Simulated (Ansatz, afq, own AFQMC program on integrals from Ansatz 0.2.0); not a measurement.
**SiGeH, quartet: AFQMC among the cluster methods**

```xyz
3

Si    0.0000    0.0406    1.7372
Ge    0.0000   -0.0362   -0.6556
H     0.0000    1.4755   -1.1562
```

Connectivity, by distances: Si–GeH.

Basis cc-pVDZ. Only valence electrons are correlated. Integrals, coupled cluster, full CI and functionals: Ansatz 0.2.0; the random walks run on the same integrals in our own AFQMC program. The CISD trial takes its coefficients from CCSD amplitudes. Released means that phaseless walkers are propagated on without the constraint, phases kept. Uncertainties: one standard error, sampling alone. No spin–orbit coupling.

Determinant: UHF, the one that the program's search chose, which needn't be the lowest solution. The geometry is a PBE0/def2-TZVP stationary point of this or a neighbouring charge and spin state.

No full CI on the walks' own integrals is used here; CCSDTQ serves as the reference and is uncertain by about the last step of the cluster series.

Cautions: no relativity below Rb; no spin-orbit coupling; inner d shell frozen; another spin lies lower (by 425 meV); the released energies have errors that jump between times, so the bars are unsure, so no released level is given (meV from the phaseless value at times in 1/Eh: -5 ± 3 at 0.24, -15 ± 8 at 0.51, -10.9 ± 2.3 at 0.99, -14.2 ± 2.3 at 1.62, -23 ± 3 at 2.40).

* T1 diagnostic: 0.0304
* weight of the determinant in the CISD state: 0.854
* ⟨S²⟩ of the determinant: 3.773
* size of the correlated space: 9 electrons in 31 orbitals

Reference: CCSDTQ, correlation energy -4.731 eV.

```
        level  E − E(reference) (kJ/mol)  share of correlation (%)
           HF                      456.5                      0.00
          MP2                      116.1                     74.56
         CCSD                       23.6                     94.82
      CCSD(T)                        5.9                     98.70
        CCSDT                        1.4                     99.70
     CCSDT(Q)                        0.1                     99.98
  ph-AFQMC/HF                 10.3 ± 2.2                     97.75
ph-AFQMC/CISD                  3.1 ± 0.3                     99.32
```

CCSDT and higher add their correlation energy to the determinant of the CCSD(T) run, since their own runs factorise the integrals more tightly (a shift of under 2 meV). A walk keeps the symmetry of its determinant, which the program's search chose and which needn't be the lowest solution, so a lower state of the same spin and another symmetry isn't excluded.
